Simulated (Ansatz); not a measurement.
# PH+ (doublet): wave-function methods side by side, def2-TZVPP

An exercise on one series of results from a longer session: the logs are not shown, and one member is left open.

Computed with Ansatz 0.2.0, Gaussian basis. Level: def2-TZVPP, core rule «outside noble gas», up to 5 orbitals frozen.

The runs, in order: UHF; ROHF; CCSD(T) on UHF.

2 further runs of the same task are left out: 2 set aside as unsound or not needed.

### The geometry

The geometry is a PBE0/def2-TZVP stationary point (not a proven minimum) of the parent state, kept for this charge and spin.

2 atoms, charge 1, spin multiplicity 2.

Atoms are counted from 1 here; the program's logs count them from 0.

Bond lengths: P1–H2 1.428 Å.

Set-up of the first run:

The input, in.yaml:

```yaml
crystal:
  periodic: [false, false, false]
  atoms:
    - {symbol: P, position_ang: [0.000000, 0.000000, 0.000000]}
    - {symbol: H, position_ang: [0.000000, 0.000000, 1.428200]}
basis:
  gaussian: {orbitals: def2-TZVPP}
total_charge: 1
magnetization: {spin_polarized: true, initial_magnetization: 1}
hamiltonian: {xc: hf}
output: {orbitals: {seedname: orbitals}}
```

On the command line:

```console
$ ansatz run in.yaml --threads 1 --pin off --events-out ev --progress --plain --max-ram 2560MiB --backend cpu
```

Among the steps run: UHF; ROHF; CCSD(T) on UHF.

One of the session's tables, all rows but one given; the rest of the session is left out.

```
  method  from UCCSD(T) (meV)
    ROHF                    ?
     UHF              +3229.2
    UMP2               +799.0
   UCCSD                +85.7
UCCSD(T)                    0
```

Q: Estimate the row for ROHF from the others.

As computed: from UCCSD(T) (meV): +3385.7. In the column «from UCCSD(T) (meV)» it is the highest.
